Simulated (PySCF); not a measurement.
For rock-salt LiH, Hartree–Fock (GTH pseudopotentials, Gaussian basis; PySCF) gives:

```
Property                   Value
------------------  ------------
lattice constant a       4.097 Å
bulk modulus B0         33.1 GPa
cohesive energy     1.83 eV/atom
```

Question: What does MP2 in PySCF (GTH pseudopotentials, Gaussian basis) give for the same quantities?

Answer: 
- lattice constant a: 4.009 Å (drops by 2.1 %)
- bulk modulus: 37.7 GPa (increases by 14 %)
- cohesive energy: 2.39 eV/atom (rises by 0.56 eV/atom)

For comparison: lattice constant a 3.979 Å (measured, static lattice: zero-point anharmonic expansion removed; as tabulated in Mejia-Rodriguez and Trickey (2018), arXiv:1807.09216); bulk modulus 40.1 GPa (measured, 0 K value with the zero-point phonon effect removed; as tabulated in Mejia-Rodriguez and Trickey (2018), arXiv:1807.09216); cohesive energy 2.49 eV/atom (measured, static lattice: zero-point vibration energy added; as tabulated in Mejia-Rodriguez and Trickey (2018), arXiv:1807.09216).

Changes are worked out from the printed values.

Unless a cell is named, each level is at its own relaxed cell (Hartree–Fock 8.60, MP2 8.06 Å³/atom).
